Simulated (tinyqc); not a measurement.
Inside a calculation. Method: ROHF in the sto-6g basis, for CH2, spin multiplicity 3. One step of it, computed by the program tinyqc.

Problem. Iteration 2: building the Fock matrix. J_ij = sum D_kl (ij|kl) with D = D(alpha) + D(beta), K_ij = sum D_kl (ik|jl) for each spin; F = H + J - K(s); E = tr D H + tr D J / 2 - 0.5 sum_s tr D(s) K(s) + E_nn.

D(alpha) after iteration 1, order 1C 1s, 1C 2s, 1C 2px, 1C 2py, 1C 2pz, 2H 1s, 3H 1s:
```
[[1.066171, -0.287029, 0.000000, 0.000000, 0.042323, 0.036341, 0.036341],
 [-0.287029, 1.301021, 0.000000, 0.000000, -0.258570, -0.299984, -0.299984],
 [0.000000, 0.000000, 1.000000, 0.000000, 0.000000, 0.000000, 0.000000],
 [0.000000, 0.000000, 0.000000, 0.236821, 0.000000, 0.234259, -0.234259],
 [0.042323, -0.258570, 0.000000, 0.000000, 0.217458, 0.285449, 0.285449],
 [0.036341, -0.299984, 0.000000, 0.234259, 0.285449, 0.608087, 0.144635],
 [0.036341, -0.299984, 0.000000, -0.234259, 0.285449, 0.144635, 0.608087]]
```

D(beta) after iteration 1, order 1C 1s, 1C 2s, 1C 2px, 1C 2py, 1C 2pz, 2H 1s, 3H 1s:
```
[[1.029232, -0.107087, 0.000000, 0.000000, -0.038173, -0.065969, -0.065969],
 [-0.107087, 0.424455, 0.000000, 0.000000, 0.133555, 0.198404, 0.198404],
 [0.000000, 0.000000, 0.000000, 0.000000, 0.000000, 0.000000, 0.000000],
 [0.000000, 0.000000, 0.000000, 0.236821, 0.000000, 0.234259, -0.234259],
 [-0.038173, 0.133555, 0.000000, 0.000000, 0.042043, 0.062499, 0.062499],
 [-0.065969, 0.198404, 0.000000, 0.234259, 0.062499, 0.324719, -0.138733],
 [-0.065969, 0.198404, 0.000000, -0.234259, 0.062499, -0.138733, 0.324719]]
```

core Hamiltonian H = T + V (hartree), order 1C 1s, 1C 2s, 1C 2px, 1C 2py, 1C 2pz, 2H 1s, 3H 1s:
```
[[-18.784383, -4.316755, 0.000000, 0.000000, -0.012541, -0.797136, -0.797136],
 [-4.316755, -5.501492, 0.000000, 0.000000, -0.129346, -1.909769, -1.909769],
 [0.000000, 0.000000, -4.450495, 0.000000, 0.000000, 0.000000, 0.000000],
 [0.000000, 0.000000, 0.000000, -4.601161, 0.000000, -1.481031, 1.481031],
 [-0.012541, -0.129346, 0.000000, 0.000000, -4.491631, -0.797473, -0.797473],
 [-0.797136, -1.909769, 0.000000, -1.481031, -0.797473, -3.216363, -0.385426],
 [-0.797136, -1.909769, 0.000000, 1.481031, -0.797473, -0.385426, -3.216363]]
```

Two-electron integrals (ij|kl) in chemists' order, unique and non-zero (hartree):
```
(11|11) 3.543743    (21|11) 0.529462    (21|21) 0.100317    (22|11) 0.853596
(22|21) 0.199930    (22|22) 0.624844    (31|31) 0.021271    (32|31) 0.031868
(32|32) 0.138108    (33|11) 0.853598    (33|21) 0.199930    (33|22) 0.624843
(33|33) 0.673218    (41|41) 0.021271    (42|41) 0.031868    (42|42) 0.138108
(43|43) 0.036281    (44|11) 0.853598    (44|21) 0.199930    (44|22) 0.624843
(44|33) 0.600655    (44|44) 0.673218    (51|51) 0.021271    (52|51) 0.031868
(52|52) 0.138108    (53|53) 0.036281    (54|54) 0.036281    (55|11) 0.853598
(55|21) 0.199930    (55|22) 0.624843    (55|33) 0.600655    (55|44) 0.600655
(55|55) 0.673218    (61|11) 0.102041    (61|21) 0.018621    (61|22) 0.036537
(61|33) 0.036399    (61|41) 0.001083    (61|42) 0.002104    (61|44) 0.036723
(61|51) 0.000566    (61|52) 0.001100    (61|54) 0.000169    (61|55) 0.036488
(61|61) 0.003554    (62|11) 0.256430    (62|21) 0.061018    (62|22) 0.211515
(62|33) 0.206389    (62|41) 0.005504    (62|42) 0.037493    (62|44) 0.218469
(62|51) 0.002876    (62|52) 0.019591    (62|54) 0.006312    (62|55) 0.209687
(62|61) 0.011707    (62|62) 0.096788    (63|31) 0.006369    (63|32) 0.033060
(63|43) 0.007220    (63|53) 0.003773    (63|63) 0.011413    (64|11) 0.200397
(64|21) 0.048331    (64|22) 0.177290    (64|33) 0.168531    (64|41) 0.010082
(64|42) 0.061753    (64|44) 0.192270    (64|51) 0.001940    (64|52) 0.014993
(64|54) 0.008632    (64|55) 0.171069    (64|61) 0.009697    (64|62) 0.096179
(64|64) 0.105191    (65|11) 0.104712    (65|21) 0.025254    (65|22) 0.092638
(65|33) 0.088061    (65|41) 0.001940    (65|42) 0.014993    (65|44) 0.092920
(65|51) 0.007383    (65|52) 0.040894    (65|54) 0.009759    (65|55) 0.096933
(65|61) 0.005067    (65|62) 0.050256    (65|64) 0.049001    (65|65) 0.037017
(66|11) 0.417483    (66|21) 0.101260    (66|22) 0.399223    (66|33) 0.378637
(66|41) 0.010964    (66|42) 0.101183    (66|44) 0.427150    (66|51) 0.005729
(66|52) 0.052871    (66|54) 0.025349    (66|55) 0.391882    (66|61) 0.019721
(66|62) 0.236812    (66|64) 0.259314    (66|65) 0.135498    (66|66) 0.774999
(71|11) 0.102041    (71|21) 0.018621    (71|22) 0.036537    (71|33) 0.036399
(71|41) -0.001083   (71|42) -0.002104   (71|44) 0.036723    (71|51) 0.000566
(71|52) 0.001100    (71|54) -0.000169   (71|55) 0.036488    (71|61) 0.003434
(71|62) 0.010874    (71|64) 0.008225    (71|65) 0.004717    (71|66) 0.017945
(71|71) 0.003554    (72|11) 0.256430    (72|21) 0.061018    (72|22) 0.211515
(72|33) 0.206389    (72|41) -0.005504   (72|42) -0.037493   (72|44) 0.218469
(72|51) 0.002876    (72|52) 0.019591    (72|54) -0.006312   (72|55) 0.209687
(72|61) 0.010874    (72|62) 0.066032    (72|64) 0.048029    (72|65) 0.033360
(72|66) 0.123288    (72|71) 0.011707    (72|72) 0.096788    (73|31) 0.006369
(73|32) 0.033060    (73|43) -0.007220   (73|53) 0.003773    (73|63) 0.007152
(73|73) 0.011413    (74|11) -0.200397   (74|21) -0.048331   (74|22) -0.177290
(74|33) -0.168531   (74|41) 0.010082    (74|42) 0.061753    (74|44) -0.192270
(74|51) -0.001940   (74|52) -0.014993   (74|54) 0.008632    (74|55) -0.171069
(74|61) -0.008225   (74|62) -0.048029   (74|64) -0.028997   (74|65) -0.023835
(74|66) -0.085198   (74|71) -0.009697   (74|72) -0.096179   (74|74) 0.105191
(75|11) 0.104712    (75|21) 0.025254    (75|22) 0.092638    (75|33) 0.088061
(75|41) -0.001940   (75|42) -0.014993   (75|44) 0.092920    (75|51) 0.007383
(75|52) 0.040894    (75|54) -0.009759   (75|55) 0.096933    (75|61) 0.004717
(75|62) 0.033360    (75|64) 0.023835    (75|65) 0.023643    (75|66) 0.065620
(75|71) 0.005067    (75|72) 0.050256    (75|74) -0.049001   (75|75) 0.037017
(76|11) 0.047806    (76|21) 0.011401    (76|22) 0.040740    (76|33) 0.039749
(76|44) 0.041061    (76|51) 0.000907    (76|52) 0.006506    (76|55) 0.041410
(76|61) 0.002123    (76|62) 0.016266    (76|64) 0.014160    (76|65) 0.009286
(76|66) 0.036765    (76|71) 0.002123    (76|72) 0.016266    (76|74) -0.014160
(76|75) 0.009286    (76|76) 0.003410    (77|11) 0.417483    (77|21) 0.101260
(77|22) 0.399223    (77|33) 0.378637    (77|41) -0.010964   (77|42) -0.101183
(77|44) 0.427150    (77|51) 0.005729    (77|52) 0.052871    (77|54) -0.025349
(77|55) 0.391882    (77|61) 0.017945    (77|62) 0.123288    (77|64) 0.085198
(77|65) 0.065620    (77|66) 0.237993    (77|71) 0.019721    (77|72) 0.236812
(77|74) -0.259314   (77|75) 0.135498    (77|76) 0.036765    (77|77) 0.774999
```

nuclear repulsion = 5.30874354 hartree

Give: Coulomb J; exchange K(alpha); exchange K(beta); F(alpha); F(beta); total energy of this density.

Solution.

Coulomb J (hartree), order 1C 1s, 1C 2s, 1C 2px, 1C 2py, 1C 2pz, 2H 1s, 3H 1s:
```
[[11.145, 2.010, 0.000, 0.000, 0.016, 0.379, 0.379],
 [2.010, 4.908, 0.000, 0.000, 0.141, 1.709, 1.709],
 [0.000, 0.000, 4.880, 0.000, 0.000, 0.000, 0.000],
 [0.000, 0.000, 0.000, 4.978, 0.000, 1.456, -1.456],
 [0.016, 0.141, 0.000, 0.000, 4.867, 0.787, 0.787],
 [0.379, 1.709, 0.000, 1.456, 0.787, 3.486, 0.331],
 [0.379, 1.709, 0.000, -1.456, 0.787, 0.331, 3.486]]
```

exchange K(alpha) (hartree), order 1C 1s, 1C 2s, 1C 2px, 1C 2py, 1C 2pz, 2H 1s, 3H 1s:
```
[[3.635, 0.582, 0.000, 0.000, 0.002, 0.117, 0.117],
 [0.582, 0.955, 0.000, 0.000, -0.029, 0.370, 0.370],
 [0.000, 0.000, 0.862, 0.000, 0.000, 0.000, 0.000],
 [0.000, 0.000, 0.000, 0.625, 0.000, 0.328, -0.328],
 [0.002, -0.029, 0.000, 0.000, 0.499, 0.198, 0.198],
 [0.117, 0.370, 0.000, 0.328, 0.198, 0.673, 0.079],
 [0.117, 0.370, 0.000, -0.328, 0.198, 0.079, 0.673]]
```

exchange K(beta) (hartree), order 1C 1s, 1C 2s, 1C 2px, 1C 2py, 1C 2pz, 2H 1s, 3H 1s:
```
[[3.573, 0.548, 0.000, 0.000, 0.003, 0.108, 0.108],
 [0.548, 0.600, 0.000, 0.000, 0.199, 0.346, 0.346],
 [0.000, 0.000, 0.121, 0.000, 0.000, 0.000, 0.000],
 [0.000, 0.000, 0.000, 0.540, 0.000, 0.308, -0.308],
 [0.003, 0.199, 0.000, 0.000, 0.192, 0.153, 0.153],
 [0.108, 0.346, 0.000, 0.308, 0.153, 0.555, 0.051],
 [0.108, 0.346, 0.000, -0.308, 0.153, 0.051, 0.555]]
```

F(alpha) (hartree), order 1C 1s, 1C 2s, 1C 2px, 1C 2py, 1C 2pz, 2H 1s, 3H 1s:
```
[[-11.275, -2.889, 0.000, 0.000, 0.001, -0.535, -0.535],
 [-2.889, -1.549, 0.000, 0.000, 0.041, -0.571, -0.571],
 [0.000, 0.000, -0.433, 0.000, 0.000, 0.000, 0.000],
 [0.000, 0.000, 0.000, -0.247, 0.000, -0.353, 0.353],
 [0.001, 0.041, 0.000, 0.000, -0.124, -0.209, -0.209],
 [-0.535, -0.571, 0.000, -0.353, -0.209, -0.403, -0.133],
 [-0.535, -0.571, 0.000, 0.353, -0.209, -0.133, -0.403]]
```

F(beta) (hartree), order 1C 1s, 1C 2s, 1C 2px, 1C 2py, 1C 2pz, 2H 1s, 3H 1s:
```
[[-11.212, -2.855, 0.000, 0.000, 0.000, -0.526, -0.526],
 [-2.855, -1.194, 0.000, 0.000, -0.187, -0.547, -0.547],
 [0.000, 0.000, 0.308, 0.000, 0.000, 0.000, 0.000],
 [0.000, 0.000, 0.000, -0.162, 0.000, -0.334, 0.334],
 [0.000, -0.187, 0.000, 0.000, 0.183, -0.163, -0.163],
 [-0.526, -0.547, 0.000, -0.334, -0.163, -0.285, -0.105],
 [-0.526, -0.547, 0.000, 0.334, -0.163, -0.105, -0.285]]
```

total energy of this density = -38.67264 hartree
